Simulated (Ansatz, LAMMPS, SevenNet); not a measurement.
# hcp Ti, c axis length

Reference value: 4.683 Å (measured, 293 K, not corrected to a static lattice; as tabulated in Wikipedia's data pages).

**Question.** What do Lennard-Jones uff-vdw, SevenNet-l3i5, LDA, PBE, PBE-D3(BJ), rVV10, r²SCAN+rVV10, r²SCANh, Hartree–Fock give, and how far is each from the reference?

**Answer.** 
| level (code) | value (Å) | difference (%) |
|---|---|---|
| Lennard-Jones uff-vdw (LAMMPS) | 5.038 | +7.58 |
| SevenNet-l3i5 | 4.622 | -1.30 |
| LDA (Ansatz) | 4.534 | -3.18 |
| PBE (Ansatz) | 4.650 | -0.70 |
| PBE-D3(BJ) (Ansatz) | 4.573 | -2.35 |
| rVV10 (Ansatz) | 4.656 | -0.58 |
| r²SCAN+rVV10 (Ansatz) | 4.626 | -1.22 |
| r²SCANh (Ansatz) | 4.659 | -0.51 |
| Hartree–Fock (Ansatz) | 4.707 | +0.51 |

Leaving aside Lennard-Jones uff-vdw (doubt noted below): The reference is not for a static lattice or low temperature, so close values are not ranked against it. Off by more than 1.75 %, or 2.45 % on the side where a correction would as a rule narrow the miss (bounds picked here): LDA (-3.18 %).

The reference isn't brought to a static lattice, while the calculations are for one, so the differences are not the levels' errors alone. The crystal itself was run without spin with LDA, PBE, PBE-D3(BJ), rVV10, r²SCAN+rVV10, r²SCANh, Hartree–Fock; a magnetic state was not tried in these runs. Lennard-Jones uff-vdw: this is a force field's van der Waals term alone, without bonds or charges. Cutoffs and k meshes differ between the levels. Ansatz's density-functional and Hartree–Fock values are scalar-relativistic unless marked +SOC, with PAW data made under PBE.

Machine-learned potentials (SevenNet-l3i5) are trained on DFT data: a solid inside that data is no test of them.

Differences are worked out from the printed values.

Ansatz is a first-principles code.
